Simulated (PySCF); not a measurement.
C4H12NP.
Bonds: C1–N2, N2–P3 (double), P3–C4, P3–C5, P3–C6. Hydrogens: H7, H8, H9 on C1; H10, H11, H12 on C4; H13, H14, H15 on C5; H16, H17, H18 on C6.

The same species was optimised twice, with GFN2-xTB and with PBE0-D3(BJ)/def2-SVP (PySCF), and the same property calculations (PySCF, gas phase) were run on both structures.

| coordinate | GFN2-xTB | PBE0-D3(BJ)/def2-SVP | change |
| --- | --- | --- | --- |
| P3–C5 (Å) | 1.859 | 1.835 | -0.024 |
| P3–C6 (Å) | 1.859 | 1.836 | -0.023 |
| C1–N2 (Å) | 1.447 | 1.433 | -0.014 |
| P3–C4 (Å) | 1.817 | 1.807 | -0.010 |
| N2=P3 (Å) | 1.559 | 1.564 | +0.005 |
| N2–P3–C6 (°) | 119.9 | 117.6 | -2.3 |
| N2–P3–C4 (°) | 105.5 | 107.7 | +2.2 |
| N2–P3–C5 (°) | 119.6 | 117.5 | -2.1 |
| C1–N2–P3 (°) | 126.7 | 124.7 | -2.0 |
| C5–P3–C6 (°) | 101.1 | 102.3 | +1.2 |
| C4–P3–C6 (°) | 104.3 | 105.2 | +0.9 |
| C4–P3–C5 (°) | 104.5 | 105.2 | +0.7 |

Rotational constants: A = 3376, B = 2074, C = 2024 MHz (GFN2-xTB) against A = 3420, B = 2108, C = 2066 MHz (PBE0-D3(BJ)/def2-SVP).

On the GFN2-xTB structure: lowest singlet, TDDFT (eV) 5.53 [wB97X-D/def2-SVPD]; lowest triplet, Tamm–Dancoff (eV) 5.40 [wB97X-D/def2-SVPD]; isotropic polarisability (au) 83.5 [wB97X-D/def2-SVPD]; HOMO (eV) -7.49 [wB97X-D/def2-SVPD]; LUMO (eV) 2.03 [wB97X-D/def2-SVPD]; dipole (D) 3.39 [wB97X-D/def2-SVPD]; HOMO (eV) -5.62 [PBE0/pcSseg-1]; LUMO (eV) 0.92 [PBE0/pcSseg-1]; dipole (D) 3.11 [PBE0/pcSseg-1]; GIAO shielding of C1 (ppm) 152.9 [PBE0/pcSseg-1]; GIAO shielding of N2 (ppm) 206.3 [PBE0/pcSseg-1]; GIAO shielding of P3 (ppm) 350.4 [PBE0/pcSseg-1]; GIAO shielding of C4/C5/C6 (mean) (ppm) 167.1 [PBE0/pcSseg-1].

Task: What do these properties become on the PBE0-D3(BJ)/def2-SVP structure?

Result: 
| property | level | on GFN2-xTB | on PBE0-D3(BJ)/def2-SVP | change |
| --- | --- | --- | --- | --- |
| lowest singlet, TDDFT (eV) | wB97X-D/def2-SVPD | 5.53 | 5.56 | +0.03 |
| lowest triplet, Tamm–Dancoff (eV) | wB97X-D/def2-SVPD | 5.40 | 5.49 | +0.09 |
| isotropic polarisability (au) | wB97X-D/def2-SVPD | 83.5 | 83.8 | +0.3 |
| HOMO (eV) | wB97X-D/def2-SVPD | -7.49 | -7.41 | +0.08 |
| LUMO (eV) | wB97X-D/def2-SVPD | 2.03 | 2.02 | -0.01 |
| dipole (D) | wB97X-D/def2-SVPD | 3.39 | 3.66 | +0.27 |
| energy, GFN2-xTB geometry as zero (kcal/mol) | wB97X-D/def2-SVPD | 0.0 | -1.3 | -1.3 |
| HOMO (eV) | PBE0/pcSseg-1 | -5.62 | -5.53 | +0.09 |
| LUMO (eV) | PBE0/pcSseg-1 | 0.92 | 0.91 | -0.01 |
| dipole (D) | PBE0/pcSseg-1 | 3.11 | 3.41 | +0.30 |
| energy, GFN2-xTB geometry as zero (kcal/mol) | PBE0/pcSseg-1 | 0.0 | -0.9 | -0.9 |
| GIAO shielding of C1 (ppm) | PBE0/pcSseg-1 | 152.9 | 151.6 | -1.3 |
| GIAO shielding of N2 (ppm) | PBE0/pcSseg-1 | 206.3 | 213.2 | +6.9 |
| GIAO shielding of P3 (ppm) | PBE0/pcSseg-1 | 350.4 | 346.3 | -4.1 |
| GIAO shielding of C4/C5/C6 (mean) (ppm) | PBE0/pcSseg-1 | 167.1 | 167.8 | +0.7 |

The heavy atoms differ by 0.049 Å rms after alignment. Among bonds between heavy atoms P3–C5 and P3–C6 change most and about equally (-0.024 to -0.023 Å). Changes are differences of the printed values. Neither structure is proved a minimum here.

Note: wB97X-D ran without an empirical dispersion term, which enters the total energy and its gradient alone.
